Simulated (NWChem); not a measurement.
## Lowest excitation of CH$_{6}$Si

```xyz
8

Si     0.6372     0.0363     0.0000
C     -1.2484    -0.0711     0.0000
H      1.1237     0.7640     1.2105
H      1.1237     0.7640    -1.2105
H      1.2430    -1.3291     0.0000
H     -1.6112    -0.6073     0.8914
H     -1.6112    -0.6073    -0.8914
H     -1.6990     0.9342     0.0000
```
Charge 0, spin multiplicity 1.

Program: NWChem. All single points use one geometry, from B3LYP/def2-SVP, a minimum by its harmonic frequencies.

Basis set: def2-SVPD.

```csv
method,lowest vertical singlet excitation energy (eV),relative cost,difference from EOM-CCSD
CIS,9.62,1,+0.85
TD-PBE,7.81,under 3,-0.96
TDA-BHandHLYP,8.82,under 3,+0.05
TD-B3LYP,8.23,under 3,-0.55
EOM-CCSD,8.77,5,0.00
```

The values span 1.81 eV, from TD-PBE (lowest) to CIS (highest). Relative cost: rough, from shared machines, SCF included, CIS = 1.

The correlated methods keep 6 core orbitals frozen. B3LYP has NWChem's definition, with VWN1-RPA local correlation. The structure started from a generated list of species. Differences from the coupled-cluster row are differences between methods, not errors against experiment.
